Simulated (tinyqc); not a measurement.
Worked calculation: coupled-perturbed Hartree-Fock on RHF in the sto-6g basis, for LiH, spin multiplicity 1. Computed by tinyqc, a small Python program that keeps every step (integrals from PySCF). Settings: charge = 0, multiplicity = 1, basis = sto-6g, method = RHF, energy threshold = 1e-10, iteration cap = 83, orthogonalisation = canonical, start = atomic densities, DIIS depth = 6. Command: `OMP_NUM_THREADS=1 python tinyqc.py 21270 21271 out.jsonl` (the two numbers bound the seeds that draw the settings). One thread of a shared host (Intel(R) Xeon(R) Processor @ 2.60GHz), about 0.3 s of CPU time with the checks. The early iterations of the SCF are left out here.

## One-electron integrals

Geometry (angstrom):
```
atom         x         y         z
Li    0.000000  0.000000  0.000000
H     0.000000  0.000000  1.978000
```

Basis sto-6g: exponents (1/bohr^2) and contraction coefficients of normalised primitives:
```
element  l (shell)    exponent  coefficient
Li           s (1)  167.175846     0.009164
Li           s (1)   30.651508     0.049361
Li           s (1)    8.575187     0.168538
Li           s (1)    2.945808     0.370563
Li           s (1)    1.143944     0.416492
Li           s (1)    0.471139     0.130334
Li           s (2)    6.597564    -0.013253
Li           s (2)    1.305830    -0.046992
Li           s (2)    0.405851    -0.033785
Li           s (2)    0.156146     0.250242
Li           s (2)    0.067814     0.595117
Li           s (2)    0.031084     0.240706
Li           p (3)    6.597564     0.003760
Li           p (3)    1.305830     0.037679
Li           p (3)    0.405851     0.173897
Li           p (3)    0.156146     0.418036
Li           p (3)    0.067814     0.425860
Li           p (3)    0.031084     0.101708
H            s (1)   35.523221     0.009164
H            s (1)    6.513144     0.049361
H            s (1)    1.822143     0.168538
H            s (1)    0.625955     0.370563
H            s (1)    0.243077     0.416492
H            s (1)    0.100112     0.130334
```

Overlap, kinetic and nuclear-attraction integrals over the contracted functions; the nuclear repulsion is the sum of Za Zb / Rab.

nuclear repulsion = 0.80259435 hartree

overlap S:
```
           1Li 1s    1Li 2s   1Li 2px   1Li 2py   1Li 2pz     2H 1s
1Li 1s   1.000000  0.235742  0.000000  0.000000  0.000000  0.030072
1Li 2s   0.235742  1.000000  0.000000  0.000000  0.000000  0.306591
1Li 2px  0.000000  0.000000  1.000000  0.000000  0.000000  0.000000
1Li 2py  0.000000  0.000000  0.000000  1.000000  0.000000  0.000000
1Li 2pz  0.000000  0.000000  0.000000  0.000000  1.000000  0.425556
2H 1s    0.030072  0.306591  0.000000  0.000000  0.425556  1.000000
```

kinetic energy T (hartree):
```
            1Li 1s     1Li 2s   1Li 2px   1Li 2py   1Li 2pz      2H 1s
1Li 1s    3.616742  -0.110723  0.000000  0.000000  0.000000  -0.010550
1Li 2s   -0.110723   0.106524  0.000000  0.000000  0.000000   0.021060
1Li 2px   0.000000   0.000000  0.320007  0.000000  0.000000   0.000000
1Li 2py   0.000000   0.000000  0.000000  0.320007  0.000000   0.000000
1Li 2pz   0.000000   0.000000  0.000000  0.000000  0.320007   0.073188
2H 1s    -0.010550   0.021060  0.000000  0.000000  0.073188   0.768522
```

nuclear attraction V (hartree):
```
            1Li 1s     1Li 2s    1Li 2px    1Li 2py    1Li 2pz      2H 1s
1Li 1s   -8.334676  -0.891428   0.000000   0.000000  -0.011136  -0.120111
1Li 2s   -0.891428  -1.451796   0.000000   0.000000  -0.100111  -0.507860
1Li 2px   0.000000   0.000000  -1.425800   0.000000   0.000000   0.000000
1Li 2py   0.000000   0.000000   0.000000  -1.425800   0.000000   0.000000
1Li 2pz  -0.011136  -0.100111   0.000000   0.000000  -1.503633  -0.715303
2H 1s    -0.120111  -0.507860   0.000000   0.000000  -0.715303  -2.041730
```

core Hamiltonian H = T + V (hartree):
```
            1Li 1s     1Li 2s    1Li 2px    1Li 2py    1Li 2pz      2H 1s
1Li 1s   -4.717933  -1.002151   0.000000   0.000000  -0.011136  -0.130661
1Li 2s   -1.002151  -1.345272   0.000000   0.000000  -0.100111  -0.486800
1Li 2px   0.000000   0.000000  -1.105793   0.000000   0.000000   0.000000
1Li 2py   0.000000   0.000000   0.000000  -1.105793   0.000000   0.000000
1Li 2pz  -0.011136  -0.100111   0.000000   0.000000  -1.183625  -0.642116
2H 1s    -0.130661  -0.486800   0.000000   0.000000  -0.642116  -1.273208
```

## Two-electron integrals

Functions are numbered as in S; the eight-fold symmetry (ij|kl) = (ji|kl) = (kl|ij) leaves the list below.

Two-electron integrals (ij|kl) in chemists' order, unique and non-zero (hartree):
```
(11|11) 1.681247   (21|11) 0.242603   (21|21) 0.044507   (22|11) 0.397190
(22|21) 0.090279   (22|22) 0.290625   (31|31) 0.009437   (32|31) 0.014261
(32|32) 0.064236   (33|11) 0.397190   (33|21) 0.090279   (33|22) 0.290625
(33|33) 0.313125   (41|41) 0.009437   (42|41) 0.014261   (42|42) 0.064236
(43|43) 0.016875   (44|11) 0.397190   (44|21) 0.090279   (44|22) 0.290625
(44|33) 0.279374   (44|44) 0.313125   (51|51) 0.009437   (52|51) 0.014261
(52|52) 0.064236   (53|53) 0.016875   (54|54) 0.016875   (55|11) 0.397190
(55|21) 0.090279   (55|22) 0.290625   (55|33) 0.279374   (55|44) 0.279374
(55|55) 0.313125   (61|11) 0.030491   (61|21) 0.005501   (61|22) 0.011364
(61|33) 0.011201   (61|44) 0.011201   (61|51) 0.000740   (61|52) 0.001533
(61|55) 0.011690   (61|61) 0.000754   (62|11) 0.099886   (62|21) 0.023149
(62|22) 0.082351   (62|33) 0.077784   (62|44) 0.077784   (62|51) 0.003854
(62|52) 0.025242   (62|55) 0.091485   (62|61) 0.003513   (62|62) 0.042813
(63|31) 0.001641   (63|32) 0.008228   (63|53) 0.003524   (63|63) 0.002523
(64|41) 0.001641   (64|42) 0.008228   (64|54) 0.003524   (64|64) 0.002523
(65|11) 0.130675   (65|21) 0.030527   (65|22) 0.111804   (65|33) 0.104129
(65|44) 0.104129   (65|51) 0.005996   (65|52) 0.039098   (65|55) 0.127154
(65|61) 0.004797   (65|62) 0.063184   (65|65) 0.094105   (66|11) 0.267325
(66|21) 0.062922   (66|22) 0.246412   (66|33) 0.225169   (66|44) 0.225169
(66|51) 0.010937   (66|52) 0.091271   (66|55) 0.288897   (66|61) 0.009928
(66|62) 0.166133   (66|65) 0.252950   (66|66) 0.774999
```

## Orthogonalisation

S = U s U^T; canonical form X = U s^(-1/2), so that X^T S X = 1. Each column of U has its largest component positive (the first on a tie).

eigenvalues of S: 0.462775  0.807632  1.000000  1.000000  1.175879  1.553714

X:
```
                 1          2          3         4          5         6
1Li 1s    0.241830   0.773655   0.000000  0.000000   0.606692  0.191069
1Li 2s   -0.679193  -0.603748   0.000000  0.000000   0.477217  0.379985
1Li 2px   0.000000   0.000000   0.999288  0.037735   0.000000  0.000000
1Li 2py   0.000000   0.000000  -0.037735  0.999288   0.000000  0.000000
1Li 2pz  -0.795442   0.477966   0.000000  0.000000  -0.466337  0.414517
2H 1s     1.004173  -0.216059   0.000000  0.000000  -0.192734  0.539350
```

Within a degenerate level the vectors are fixed only up to a rotation; this is one choice.

## Iteration 8 (converged): orbitals

converged F (hartree):
```
            1Li 1s     1Li 2s   1Li 2px   1Li 2py    1Li 2pz      2H 1s
1Li 1s   -2.398627  -0.619256  0.000000  0.000000   0.013684  -0.080732
1Li 2s   -0.619256  -0.196001  0.000000  0.000000  -0.075117  -0.215972
1Li 2px   0.000000   0.000000  0.160637  0.000000   0.000000   0.000000
1Li 2py   0.000000   0.000000  0.000000  0.160637   0.000000   0.000000
1Li 2pz   0.013684  -0.075117  0.000000  0.000000   0.037561  -0.209380
2H 1s    -0.080732  -0.215972  0.000000  0.000000  -0.209380  -0.098793
```

Diagonalise F' = X^T F X, C = X C', fill 2 alpha and 2 beta electrons from the bottom; D = 2 C_occ C_occ^T. Each column has its largest component positive (the first on a tie).

F' = X^T F X (hartree):
```
           1          2         3         4          5          6
1   0.400327  -0.220441  0.000000  0.000000  -0.186294  -0.086174
2  -0.220441  -0.857293  0.000000  0.000000  -1.104965  -0.367986
3   0.000000   0.000000  0.160637  0.000000   0.000000   0.000000
4   0.000000   0.000000  0.000000  0.160637   0.000000   0.000000
5  -0.186294  -1.104965  0.000000  0.000000  -1.234929  -0.502958
6  -0.086174  -0.367986  0.000000  0.000000  -0.502958  -0.448356
```

orbital energies (hartree): MO1 -2.399982, MO2 -0.252376, MO3 0.073493, MO4 0.160637, MO5 0.160637, MO6 0.438615

coefficients C:
```
               MO1        MO2        MO3       MO4        MO5        MO6
1Li 1s    0.994070  -0.141755  -0.203626  0.000000   0.000000   0.108968
1Li 2s    0.023957   0.475391   0.800254  0.000000   0.000000  -0.575294
1Li 2px   0.000000   0.000000   0.000000  0.998528  -0.054241   0.000000
1Li 2py   0.000000   0.000000   0.000000  0.054241   0.998528   0.000000
1Li 2pz  -0.004840   0.335320  -0.599935  0.000000   0.000000  -0.882094
2H 1s    -0.000006   0.584149  -0.171793  0.000000   0.000000   1.006155
```

D after iteration 8:
```
            1Li 1s     1Li 2s   1Li 2px   1Li 2py    1Li 2pz      2H 1s
1Li 1s    2.016538  -0.087148  0.000000  0.000000  -0.104690  -0.165625
1Li 2s   -0.087148   0.453140  0.000000  0.000000   0.318584   0.555398
1Li 2px   0.000000   0.000000  0.000000  0.000000   0.000000   0.000000
1Li 2py   0.000000   0.000000  0.000000  0.000000   0.000000   0.000000
1Li 2pz  -0.104690   0.318584  0.000000  0.000000   0.224925   0.391754
2H 1s    -0.165625   0.555398  0.000000  0.000000   0.391754   0.682461
```

Within a degenerate level the vectors are fixed only up to a rotation; this is one choice.

## Convergence

Stop when the energy changes by less than 1e-10 hartree and every element of the error matrix X^T (F D S - S D F) X is below 3e-06.

Course of the cycle:
```
iteration  E (hartree)     change  largest element of the error matrix
1          -7.73131993          -                             1.02e-01
2          -7.91190540  -1.81e-01                             9.59e-02
3          -7.92095514  -9.05e-03                             2.70e-02
4          -7.92255204  -1.60e-03                             5.57e-03
5          -7.92274741  -1.95e-04                             6.56e-04
6          -7.92274990  -2.49e-06                             4.14e-05
7          -7.92274991  -1.15e-08                             6.85e-07
8          -7.92274991  -2.86e-12                             5.45e-08
```

PySCF RHF in the same basis = -7.92274991 hartree

Converged in 8 iterations.

## Integrals over molecular orbitals

(pq|rs) = sum C_ip C_jq C_kr C_ls (ij|kl), one index at a time.

one-electron integrals over orbitals h = C^T H C (hartree):
```
           1          2          3          4          5          6
1  -4.710542   0.096085   0.165675   0.000000   0.000000  -0.054754
2   0.096085  -1.362444   0.016678   0.000000   0.000000   0.023717
3   0.165675   0.016678  -1.108372   0.000000   0.000000   0.027219
4   0.000000   0.000000   0.000000  -1.105793   0.000000   0.000000
5   0.000000   0.000000   0.000000   0.000000  -1.105793   0.000000
6  -0.054754   0.023717   0.027219   0.000000   0.000000  -1.010282
```

Two-electron integrals over orbitals (pq|rs), unique and non-zero (hartree):
```
(11|11) 1.665132    (21|11) -0.099756   (21|21) 0.010684    (22|11) 0.328056
(22|21) 0.003672    (22|22) 0.464640    (31|11) -0.144088   (31|21) 0.010985
(31|22) -0.012138   (31|31) 0.023215    (32|11) 0.024134    (32|21) -0.002690
(32|22) -0.053961   (32|31) -0.000432   (32|32) 0.016958    (33|11) 0.397241
(33|21) -0.009362   (33|22) 0.213779    (33|31) 0.001028    (33|32) 0.012120
(33|33) 0.333601    (41|41) 0.010042    (42|41) 0.007123    (42|42) 0.021222
(43|41) 0.010335    (43|42) 0.019645    (43|43) 0.041608    (44|11) 0.396967
(44|21) -0.003460   (44|22) 0.251880    (44|31) -0.004784   (44|32) 0.010709
(44|33) 0.281223    (44|44) 0.313125    (51|51) 0.010042    (52|51) 0.007123
(52|52) 0.021222    (53|51) 0.010335    (53|52) 0.019645    (53|53) 0.041608
(54|54) 0.016875    (55|11) 0.396967    (55|21) -0.003460   (55|22) 0.251880
(55|31) -0.004784   (55|32) 0.010709    (55|33) 0.281223    (55|44) 0.279374
(55|55) 0.313125    (61|11) 0.072005    (61|21) -0.009948   (61|22) -0.007558
(61|31) -0.005102   (61|32) 0.002554    (61|33) 0.011953    (61|44) 0.001388
(61|55) 0.001388    (61|61) 0.011591    (62|11) -0.073886   (62|21) 0.002134
(62|22) 0.114107    (62|31) 0.003596    (62|32) -0.039579   (62|33) -0.019695
(62|44) -0.032214   (62|55) -0.032214   (62|61) 0.000403    (62|62) 0.130193
(63|11) 0.017890    (63|21) -0.002197   (63|22) -0.053841   (63|31) 0.004319
(63|32) 0.013060    (63|33) 0.036099    (63|44) 0.005498    (63|55) 0.005498
(63|61) 0.004162    (63|62) -0.035202   (63|63) 0.027678    (64|41) -0.006087
(64|42) -0.018906   (64|43) -0.012896   (64|64) 0.019848    (65|51) -0.006087
(65|52) -0.018906   (65|53) -0.012896   (65|65) 0.019848    (66|11) 0.359460
(66|21) 0.001353    (66|22) 0.435881    (66|31) -0.011014   (66|32) -0.045522
(66|33) 0.238631    (66|44) 0.262486    (66|55) 0.262486    (66|61) -0.004834
(66|62) 0.109167    (66|63) -0.044409   (66|66) 0.433127
```

## Response to a field: uncoupled start

dipole integrals <a|z|i> (bohr):
```
           i1         i2
a3  -0.131511  -0.626542
a4   0.000000   0.000000
a5   0.000000   0.000000
a6  -0.134910   0.996066
```

Field along z; U_ai = -mu_ai / (e_a - e_i), alpha = -4 sum U_ai mu_ai.

uncoupled U:
```
          i1         i2
a3  0.053169   1.922686
a4  0.000000   0.000000
a5  0.000000   0.000000
a6  0.047527  -1.441504
```

uncoupled polarisability = 10.615527 bohr^3

## Coupled step 1

U_ai = -(mu_ai + sum_bj [4 (ai|bj) - (ab|ij) - (aj|bi)] U_bj) / (e_a - e_i); alpha = -4 sum U_ai mu_ai.

U after step 1:
```
          i1         i2
a3  0.062752   2.594165
a4  0.000000   0.000000
a5  0.000000   0.000000
a6  0.047542  -1.356505
```

polarisability = 11.964758 bohr^3

## Coupled step 2

As before.

U after step 2:
```
          i1         i2
a3  0.061350   2.946530
a4  0.000000   0.000000
a5  0.000000   0.000000
a6  0.045575  -1.288062
```

polarisability = 12.573351 bohr^3

## Coupled polarisability

Repeat until U stops changing; compare with -d2E/dF2.

Course of the coupled iterations:
```
step  alpha (bohr^3)
0          10.615527
1          11.964758
2          12.573351
3          12.897707
4          13.072559
5          13.166934
6          13.217883
7          13.245391
8          13.260242
9          13.268261
10         13.272590
11         13.274927
...              ...
20         13.277660
21         13.277665
22         13.277667
23         13.277669
24         13.277669
25         13.277670
26         13.277670
27         13.277670
28         13.277670
29         13.277670
30         13.277670
31         13.277670
```

coupled polarisability = 13.277670 bohr^3

finite-field check, fields of +/-0.001 au = 13.280571 bohr^3
